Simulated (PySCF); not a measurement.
SiH$_{4}$ClF, singlet: at the end structure of a reaction step.

run.py

```python
import json, numpy as np
from pyscf import gto, scf, dft, mp, cc
EV, BOHR = 27.211386245988, 0.529177210903
mol = gto.M(atom="""
Si -0.859753 0.539640 0.364031
H 2.197947 -1.926868 -0.396439
H -0.306253 -0.496610 1.255266
H -2.074794 0.114016 -0.356022
Cl -1.293089 2.194764 1.466614
H 2.022443 -1.285333 -0.734904
F 0.248748 0.918512 -0.711564
""", basis="def2-tzvpp", charge=0, spin=0, max_memory=8670, verbose=0)
def mean_field(mol, dm=None):
    mf = scf.RHF(mol).density_fit()
    mf.conv_tol = 1e-9
    mf.kernel(dm0=dm)
    if not mf.converged: mf = mf.newton().run(mf.mo_coeff, mf.mo_occ)
    assert mf.converged
    return mf
def d4(mol):
    return 0.0, np.zeros((7, 3))
def energy_and_gradient(mol, dm=None):
    mf = mean_field(mol, dm); e, g = d4(mol)
    return mf, (mf.e_tot + e) * EV, (mf.nuc_grad_method().kernel()[:7] + g) * EV / BOHR
out = {}
mf = mean_field(mol); frozen = 11
print(f"Hartree-Fock energy {mf.e_tot * EV:.6f} eV")
m2 = mp.MP2(mf, frozen=frozen or None).run()
out.update(reference=mf.e_tot * EV, same_spin=m2.e_corr_ss * EV, opposite_spin=m2.e_corr_os * EV, energy=m2.e_tot * EV, converged=True, frozen=frozen)
print(f"MP2 correlation {m2.e_corr * EV:.6f} eV")
c = cc.CCSD(mf, frozen=frozen or None); c.conv_tol = 1e-7; c.max_cycle = 80; eris = c.ao2mo(); c.kernel(eris=eris); t = c.ccsd_t(eris=eris)
t1 = c.t1 if isinstance(c.t1, tuple) else (c.t1, c.t1); t2 = c.t2 if isinstance(c.t2, tuple) else (c.t2,)
T1 = np.sqrt(sum((a**2).sum() for a in t1) / 2 / (mol.nelectron - 2 * frozen))
print(f"CCSD correlation {c.e_corr * EV:.6f} eV, (T) {t * EV:.6f} eV, T1 diagnostic {T1:.4f}")
out.update(ccsd=c.e_corr * EV, triples=t * EV, t1=T1, largest_double=max(abs(a).max() for a in t2 if a.size), energy=(c.e_tot + t) * EV, converged=bool(c.converged))
out['triplet_stable'] = bool(mf.stability(internal=False, external=True, return_status=True)[3])
out['s2'] = mf.spin_square()[0]; out['nelec'] = mol.nelec
print(f"Total energy {out['energy']:.6f} eV, <S^2> {out['s2']:.4f}")
json.dump(out, open("out.json", "w"), default=float)
```

Command:

```bash
OMP_NUM_THREADS=4 python run.py
```

It printed (PySCF 2.14):

```
Hartree-Fock energy -23139.430807 eV
MP2 correlation -16.115623 eV
CCSD correlation -17.201385 eV, (T) -0.535955 eV, T1 diagnostic 0.0099
Total energy -23157.168147 eV, <S^2> 0.0000
```

The run took 3 min on 4 CPU threads of an Arm Neoverse V1 (shared host), with 1.5 GiB of host memory at its peak.
